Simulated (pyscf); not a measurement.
Structures and frequencies: ωB97X-D3(BJ)/def2-SVP in PySCF.

Q: For H₃C–Sb(CH₃)–SH (SMILES [CH3][Sb]([CH3])[SH]) + CH₄ (SMILES C) → H₃C–Sb(CH₃)–CH₃ (SMILES [CH3][Sb]([CH3])[CH3]) + H₂S (SMILES S), a four-centre exchange (singlet surface; S–Sb, C–H broken, C–Sb, H–S formed), PBE/def2-TZVP gives ΔE‡ = 248.8 kJ/mol and ΔE = +91.1 kJ/mol (zero: the separated reactants). In which direction and how far do r²SCAN/def2-TZVP, PBE0-D3(BJ)/def2-TZVP, ωB97M-D3(BJ)/def2-TZVP move these?

A: r²SCAN: ΔE‡ = 258.7 kJ/mol, ΔE = +92.2 kJ/mol; PBE0-D3(BJ): ΔE‡ = 257.3 kJ/mol, ΔE = +90.8 kJ/mol; ωB97M-D3(BJ): ΔE‡ = 274.5 kJ/mol, ΔE = +84.5 kJ/mol. PBE's barrier lies under all of them, by 8.6 to 25.8 kJ/mol. Its reaction energy lies among theirs. Low barriers are usual for a GGA, whose delocalisation error favours stretched bonds. This is the saddle that the search found; another between the same sides may lie lower. Elements past Kr carry the def2 core potentials, without spin-orbit coupling.
